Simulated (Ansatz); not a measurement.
Results of BLYP (PAW; Ansatz, a quantum-chemistry and plane-wave program) for rutile SnO₂.

The run printed, among other lines:

```
Relaxation: its limit of steps is 80 (relax.max_steps)
Crystal: 6 atoms, lattice volume = 74.639 Å³
Basis set: ecut = 520 eV, 1955 PW (Γ), exchange–correlation on 72×72×48 points (8 copies of the dense FFT grid, shifted against one another)
Bands: 32, of which v1, the nominal top of the filled ones, is band 26 counted from 1 (25 counted from 0)
Symmetry: 16 space group operations
Space group: P42/mnm (ITA 136), of the structure as read, at distance tolerance 4.2e-5 Å
k-points: 90 of 640
Functional: x = b88, c = lyp
SCF iter   1: F=—  HF=-14358.131727 eV  |F-HF|=—  |Δ(HF+E_count)|=         —  Δρ=1.86e-2  dr2=1.62e-1
SCF iter   2: F=—  HF=-14358.083317 eV  |F-HF|=—  |Δ(HF+E_count)|=   4.84e-2  Δρ=2.47e-3  dr2=2.92e-3
  ...
SCF 1 converged in 6 iterations: F = -14358.083006 eV  dr2 = 2.55e-8
Crystal: 6 atoms, lattice volume = 74.639 Å³
Basis set: ecut = 520 eV, 1949 PW (Γ), exchange–correlation on 72×72×48 points (8 copies of the dense FFT grid, shifted against one another)
Initial density: handed on by an earlier stage of this run
SCF 2 converged in 4 iterations: F = -14358.086876 eV  dr2 = 1.91e-7
Crystal: 6 atoms, lattice volume = 74.639 Å³
SCF 3 converged in 4 iterations: F = -14358.088043 eV  dr2 = 5.23e-7
Crystal: 6 atoms, lattice volume = 74.639 Å³
SCF 4 converged in 5 iterations: F = -14358.088235 eV  dr2 = 1.69e-9
Crystal: 6 atoms, lattice volume = 74.639 Å³
Basis set: ecut = 520 eV, 1949 PW (Γ), exchange–correlation on 72×72×50 points (8 copies of the dense FFT grid, shifted against one another)
SCF iter   4: F=—  HF=-14358.088239 eV  |F-HF|=—  |Δ(HF+E_count)|=   2.87e-9  Δρ=4.33e-7  dr2=8.62e-11
SCF iter   5: F=-14358.088239 eV  HF=-14358.088239 eV  |F-HF|=7.46e-11  |Δ(HF+E_count)|=  8.19e-11  Δρ=1.09e-7  dr2=6.09e-12
SCF 5 converged in 5 iterations: F = -14358.088239 eV  dr2 = 6.09e-12
SCF converged after 5 iterations
Free energy (F): -14358.088239 eV
Internal energy: -14358.088239 eV  (E = F + TS)
E sigma→0 (E₀):  -14358.088239 eV
Fermi energy:    9.587785 eV
--- Forces (eV/Å), atoms counted from 1 ---
  atom   1  Sn     0.00000000    -0.00000000     0.00000000
  atom   2  Sn    -0.00000000     0.00000000     0.00000000
  atom   3  O     -0.00015569    -0.00015569     0.00000000
  atom   4  O     -0.00015569     0.00015569     0.00000000
  atom   5  O      0.00015569    -0.00015569    -0.00000000
  atom   6  O      0.00015569     0.00015569    -0.00000000
--- Stress (GPa, compression-positive) ---
        6.921907      -0.000000       0.000000
       -0.000000       6.921907      -0.000000
        0.000000      -0.000000       6.907056
  P = ⅓ Tr σ = 6.9170 GPa (69.170 kbar)
```

Problem. Write an input file that could have produced this run (the log leaves some choices open).

Solution. Several could match; the one computed here: 
Ansatz 0.2 input:
```yaml
crystal:
  lattice:
    - [4.8137857314, 0.0, 0.0]
    - [0.0, 4.8137857314, 0.0]
    - [0.0, 0.0, 3.2210131577]
  atoms:
    - { symbol: Sn, position: [0.0, 0.0, 0.0] }
    - { symbol: Sn, position: [0.5, 0.5, 0.5] }
    - { symbol: O, position: [0.3068331279, 0.3068331279, 0.0] }
    - { symbol: O, position: [0.8068331279, 0.1931668721, 0.5] }
    - { symbol: O, position: [0.1931668721, 0.8068331279, 0.5] }
    - { symbol: O, position: [0.6931668721, 0.6931668721, 0.0] }
basis:
  ecutwfc: 520
  ecutrho_ratio: 4
  xc_grid: 2
kpoints:
  mp_grid: { grid: [8, 8, 10] }
hamiltonian:
  xc: blyp
  dispersion: none
  pseudopotentials: { kind: paw }
scf:
  occupations: { method: fermi_dirac, width: 0.01 }
output:
  forces: true
  stress: true
  eigenvalues: true
relax:
  f_tol: 0.004
  escape_saddle: false
  max_steps: 80
  cell: { stress_tol: 0.02, fix: [volume] }
```

The cell is one volume of an energy–volume scan, off the minimum.

The PAW data were made under PBE.

Cost on a shared machine: roughly 70 core-seconds.
